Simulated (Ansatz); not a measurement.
# CH4AlCl: a relaxed scan of the bond length Al2–H7

Aim: the energy along the bond length Al2–H7, from CCSD(T) and from cheaper methods, relative to the minimum. At each value the rest of the molecule is relaxed at PBE0-D4 with the distance held.

Program: Ansatz 0.2.0, Gaussian basis. Level of theory: single points in def2-TZVPP. These are calculated values, not measurements.

Levels: PBE-D4, r2SCAN-D4, PBE0-D4, B3LYP-D4, wB97M-V, Hartree-Fock, MP2, CCSD, CCSD(T). The scan takes 1.389, 1.444, 1.525, 1.619, 1.723, 1.835, 1.954, 2.079, 2.210 Å.

Cores are frozen in the correlated methods. B3LYP uses VWN-RPA correlation.

46 further runs of the same task are left out: 46 set aside as unsound or not needed.

### Step 1. Starting geometry

The minimum, relaxed at PBE0-D4: SMILES `[CH3][AlH][Cl]`, 7 atoms, charge 0, spin multiplicity 1.

Atoms are counted from 1 here; the program's logs count them from 0.

Bond lengths: C1–Al2 1.938 Å, C1–H4 1.095 Å, C1–H5 1.091 Å, C1–H6 1.095 Å, Al2–Cl3 2.105 Å, Al2–H7 1.579 Å. Angles: Al2–C1–H4 110.5°, Al2–C1–H5 112.6°, Al2–C1–H6 110.6°, H4–C1–H5 108.2°, H4–C1–H6 106.5°, H5–C1–H6 108.2°, C1–Al2–Cl3 119.4°, C1–Al2–H7 124.6°, Cl3–Al2–H7 116.1°.

Coordinates:

```xyz
7
CH4AlCl
C    -0.7122    0.5230   -0.2855
Al    0.8571   -0.5067    0.1976
Cl    0.6957   -2.0081    1.6639
H    -0.5388    1.5903   -0.1124
H    -1.5984    0.2257    0.2777
H    -0.9321    0.4138   -1.3525
H     2.2899   -0.3060   -0.4346
```

Energies of the minimum (eV), from earlier single points: PBE-D4 -20214.34695, r2SCAN-D4 -20222.60319, PBE0-D4 -20216.27241, B3LYP-D4 -20226.24606, wB97M-V -20222.99443, CCSD(T) -20197.22158.

At the minimum the bond length Al2–H7 is 1.579 Å.

### Step 2. Al2–H7 = 1.389 Å

Input file relax/in.yaml:

```yaml
crystal:
  periodic: [false, false, false]
  atoms:
    - {symbol: C, position_ang: [-0.712193, 0.523037, -0.285539]}
    - {symbol: Al, position_ang: [0.857129, -0.506653, 0.197563]}
    - {symbol: Cl, position_ang: [0.695712, -2.008132, 1.663909]}
    - {symbol: H, position_ang: [-0.538844, 1.590278, -0.112359]}
    - {symbol: H, position_ang: [-1.598412, 0.225680, 0.277738]}
    - {symbol: H, position_ang: [-0.932144, 0.413779, -1.352526]}
    - {symbol: H, position_ang: [2.117621, -0.330112, -0.358596]}
basis:
  gaussian: {orbitals: def2-TZVP}
hamiltonian: {xc: pbe0, dispersion: d4}
relax: {f_tol: 0.005, max_steps: 200, constraints: [{distance: [1, 6]}]}
```

No record of the launch command was kept for these runs.

After this run come: Al2–H7 = 1.444 Å; Al2–H7 = 1.525 Å; Al2–H7 = 1.619 Å; Al2–H7 = 1.723 Å; Al2–H7 = 1.835 Å; Al2–H7 = 1.954 Å; Al2–H7 = 2.079 Å; Al2–H7 = 2.210 Å.

Before running it: what results should come out? Wanted: highest point, CCSD(T); lowest point, CCSD(T); minimum along the scan, CCSD(T); RMS deviation from CCSD(T); largest T1 diagnostic.

**Answer**, as computed:

| quantity | value |
| --- | --- |
| highest point, CCSD(T) | 1311 meV at 2.210 Å |
| lowest point, CCSD(T) | 0 meV at 1.579 Å |
| minimum along the scan, CCSD(T) | 1.573 Å |
| curvature there | 13.9 eV/Å² |
| RMS deviation from CCSD(T) | PBE-D4 78, r2SCAN-D4 15, PBE0-D4 21, B3LYP-D4 22, wB97M-V 33, Hartree-Fock 66, MP2 44, CCSD 11 meV |
| largest T1 diagnostic | 0.011 |

In words: A polynomial through the near points puts the CCSD(T) minimum 0.006 Å below the PBE0-D4 value. The well is lopsided: squeezing costs more than stretching by the same length. Curvature against CCSD(T): PBE-D4 -8 %, Hartree-Fock +6 %. The curve of CCSD lies nearest to CCSD(T), that of PBE-D4 farthest.
